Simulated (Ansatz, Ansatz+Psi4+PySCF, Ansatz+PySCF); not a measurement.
```csv
atom,x (Å),y (Å),z (Å)
P,0.0027,-0.0218,0.1358
H,0.0118,1.0010,-0.8532
H,0.0169,-1.0229,-0.8409
```

Basis set: cc-pVTZ on H; cc-pV(T+d)Z on P (spherical functions). Correlated methods keep 5 orbitals frozen. Correlation on ROHF uses semicanonical orbitals with singles. Charge 0, multiplicity 2.

Computed with Ansatz (development build ahead of 0.2.0); each method stands on the lowest determinant of its kind that the runs found.

Question: Give the atomization energy at this shape (free ground-state atoms in the same class of orbitals less the molecule, no zero-point energy) of doublet PH₂ by ROHF-MP2, UHF-MP2.

Answer:

```tsv
method	atomization energy
ROHF-MP2	142.81 kcal/mol
UHF-MP2	142.16 kcal/mol
```
